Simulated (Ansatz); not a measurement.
# C2H8Si (SMILES C=C.[SiH4]): a short trajectory

The task is to watch the atoms for 80 steps of 0.75 fs, started with velocities for 1500 K and run at constant energy.

The runs use Ansatz 0.2.0, Gaussian basis; PBE-D4/def2-SVP.

**1. The system as given**

The start, a pair relaxed at PBE0-D4: SMILES `C=C.[SiH4]`, 11 atoms, charge 0, spin multiplicity 1.

Atoms are counted from 1 here; the program's logs count them from 0.

Bond lengths: C1–C2 1.323 Å, C1–H3 1.085 Å, C1–H4 1.085 Å, C2–H5 1.085 Å, C2–H6 1.085 Å, Si7–H8 1.484 Å, Si7–H9 1.487 Å, Si7–H10 1.484 Å, Si7–H11 1.484 Å. Angles: C2–C1–H3 121.7°, C2–C1–H4 121.7°, H3–C1–H4 116.7°, C1–C2–H5 121.7°, C1–C2–H6 121.7°, H5–C2–H6 116.7°, H8–Si7–H9 109.0°, H8–Si7–H10 109.9°, H8–Si7–H11 109.9°, H9–Si7–H10 109.1°, H9–Si7–H11 109.1°, H10–Si7–H11 109.9°.

Geometry (Å):

```xyz
11

C    -0.0013    0.6413   -1.6625
C    -0.0512   -0.6812   -1.6557
H     0.9341    1.1751   -1.7911
H    -0.8935    1.2456   -1.5383
H    -0.9862   -1.2154   -1.5256
H     0.8414   -1.2852   -1.7783
Si    0.0318    0.0238    1.9835
H    -1.3706   -0.0567    1.5044
H     0.0342    0.0435    3.4706
H     0.6661    1.2675    1.4806
H     0.7953   -1.1581    1.5124
```

**2. Dynamics**

File md/in.yaml:

```yaml
crystal:
  periodic: [false, false, false]
  atoms:
    - {symbol: C, position_ang: [-0.001314, 0.641304, -1.662506]}
    - {symbol: C, position_ang: [-0.051176, -0.681206, -1.655708]}
    - {symbol: H, position_ang: [0.934117, 1.175082, -1.791055]}
    - {symbol: H, position_ang: [-0.893504, 1.245602, -1.538303]}
    - {symbol: H, position_ang: [-0.986217, -1.215448, -1.525604]}
    - {symbol: H, position_ang: [0.841369, -1.285194, -1.778284]}
    - {symbol: Si, position_ang: [0.031774, 0.023781, 1.983507]}
    - {symbol: H, position_ang: [-1.370623, -0.056676, 1.504430]}
    - {symbol: H, position_ang: [0.034153, 0.043544, 3.470610]}
    - {symbol: H, position_ang: [0.666105, 1.267537, 1.480642]}
    - {symbol: H, position_ang: [0.795317, -1.158126, 1.512372]}
basis:
  gaussian: {orbitals: def2-SVP}
hamiltonian: {xc: pbe, dispersion: d4}
md: {n_steps: 80, timestep: 0.75, temperature: 1500, ensemble: nve, seed: 478, initial_velocities: maxwell_boltzmann}
```

The run is started by

```sh
$ ansatz run in.yaml --threads 4 --pin off --events-out ev --progress --plain --max-ram 9574MiB
```

Q: Predict the outcome of this session. Wanted: temperature at the start; mean temperature, second half; lowest and highest potential energy, from the first frame; largest change of potential + kinetic.

The runs gave:

```
                                                 quantity              value
                                                   length  80 steps, 60.0 fs
                                 temperature at the start             1500 K
                            mean temperature, second half              875 K
lowest and highest potential energy, from the first frame     0 and 1020 meV
                    largest change of potential + kinetic           15.2 meV
```

What this shows: With no thermostat the total energy should stay fixed; it holds within 15.2 meV, small beside the kinetic energy, so the time step serves. With 11 atoms the instant temperature spans 636 to 1500 K. No bond breaks or forms, judged by distance.
